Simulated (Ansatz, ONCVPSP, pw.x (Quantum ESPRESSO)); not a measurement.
hafnium (Hf) (fcc): variants of one ONCV potential in the solid

Hf (Z = 72), optimised norm-conserving Vanderbilt (ONCV), made with ONCVPSP 4.0.1.1 (patched build) (PBEsol, scalar-relativistic). Core [Kr] 4d10 4f14, reference 5s2 5p6 5d2 6s2. Waves: 5s+6s: rc 1.60 bohr, ncon 4, nbas 8, qcut 8.5 1/bohr, 2 projectors; 5p: rc 1.50 bohr, ncon 4, nbas 7, qcut 4.6 1/bohr, 3 projectors, debl 1.3 Ha; 5d: rc 1.50 bohr, ncon 4, nbas 7, qcut 6.5 1/bohr, local. Local part: the d channel. Core correction: polynomial model core, fcfact 0.75.

In the p channel the program set the typed energies aside and used -1.308, 0.250, 1.550 Ha.

Crystal test: fcc Hf in pw.x 7.5, no spin, 13³ k-points, Fermi–Dirac smearing 0.01 Ry, cutoffs set for each file from its atomic test. The reference is all-electron LAPW (Ansatz 0.2.0) with the same functional, mesh and smearing; V0 and B0 come from Birch–Murnaghan fits to the pressures at five volumes. Errors are pseudo minus all-electron; Δ is the rms difference of the E(V) curves that follow from these fits, minima aligned, over ±6 % about the mean V0. Mesh and smearing are coarse, so the numbers serve the comparison and aren't converged zero-temperature values; the lattice is a test structure that the element need not adopt.

All-electron: a0 = 4.424 Å (V0 = 21.65 Å³/atom), B0 = 107.7 GPa.

Base: Atomic configuration tests: 1 of 4 tests not solved or not reliable.

A dash in a converged row means that the minimum lies outside the volumes sampled.

| change | cutoffs (Ry) | pw.x | a0 (Å) | a0 error (%) | B0 error (%) | Δ (meV/atom) | mean pressure error (GPa) |
| --- | --- | --- | --- | --- | --- | --- | --- |
| base | 155/620 | converged; energies reset by the program | 4.413 | -0.25 | -0.6 | 3.9 | -0.82 |
| core correction polynomial model core, fcfact 0.56 | 155/620 | converged; energies reset by the program | 4.413 | -0.25 | -0.6 | 3.9 | -0.82 |
| s: qcut 7.3; p: qcut 3.9; d: qcut 5.6 | 155/620 | converged; energies reset by the program | 4.413 | -0.25 | -0.7 | 3.8 | -0.81 |
| p: qcut 4.5 | 155/620 | converged; energies reset by the program | 4.413 | -0.25 | -0.6 | 3.9 | -0.82 |

Q: Give the row for: p: nproj 1.

A: pw.x: converged; bound ghost; mean pressure error (GPa): +9.20.
